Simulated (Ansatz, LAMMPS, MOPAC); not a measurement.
## Rutile SnO2: properties by level of theory

Reference values: lattice constant a 4.737 Å (measured, room temperature, no zero-point or thermal correction; as tabulated in Hiroi (2015), arXiv:1503.02262); lattice parameter c 3.186 Å (measured, room temperature, not corrected to a static lattice; as tabulated in Hiroi (2015), arXiv:1503.02262).

| level (code) | lattice constant a (Å) | c axis length (Å) |
|---|---|---|
| ionic model grimes2000 (shell model, LAMMPS) | 4.612 | 3.280 |
| ionic model pedone2006 (rigid ions, LAMMPS) | 4.760 | 3.169 |
| ionic model woodley1999 (rigid ions, LAMMPS) | 4.683 | 3.259 |
| PM3 semi-empirical Hartree-Fock (MOPAC) | 4.808 | 3.161 |
| rVV10 (Ansatz) | 4.832 | 3.265 |
| r²SCAN+SOC (Ansatz) | 4.760 | 3.200 |

Differences from the reference values (errors of the level alone only where the reference is corrected to a static lattice):

```json
[
 {"level": "ionic model grimes2000", "lattice constant a (%)": "-2.64", "lattice parameter c (%)": "+2.95"},
 {"level": "ionic model pedone2006", "lattice constant a (%)": "+0.49", "lattice parameter c (%)": "-0.53"},
 {"level": "ionic model woodley1999", "lattice constant a (%)": "-1.14", "lattice parameter c (%)": "+2.29"},
 {"level": "PM3 semi-empirical Hartree-Fock (MOPAC)", "lattice constant a (%)": "+1.50", "lattice parameter c (%)": "-0.78"},
 {"level": "rVV10", "lattice constant a (%)": "+2.01", "lattice parameter c (%)": "+2.48"},
 {"level": "r²SCAN+SOC", "lattice constant a (%)": "+0.49", "lattice parameter c (%)": "+0.44"}
]
```

Nearest: lattice constant a, not ranked (reference at room or unstated temperature); lattice parameter c, not ranked (reference at room or unstated temperature).

Empirical potentials (ionic model grimes2000, ionic model pedone2006, ionic model woodley1999) are fitted to chosen data: where that held the value shown, agreement is built in, and what lay outside the fit can be far off.

Caveats: the method was fitted mainly to molecules (PM3 semi-empirical Hartree-Fock (MOPAC)); the run uses a supercell at the zone centre in place of a k mesh (PM3 semi-empirical Hartree-Fock (MOPAC)). Ansatz's density-functional and Hartree–Fock values are scalar-relativistic unless marked +SOC, with PAW data made under PBE.

Differences are worked out from the printed values.

The computed numbers hold no vibrational or temperature effects.

Ansatz is a program for electronic structure.
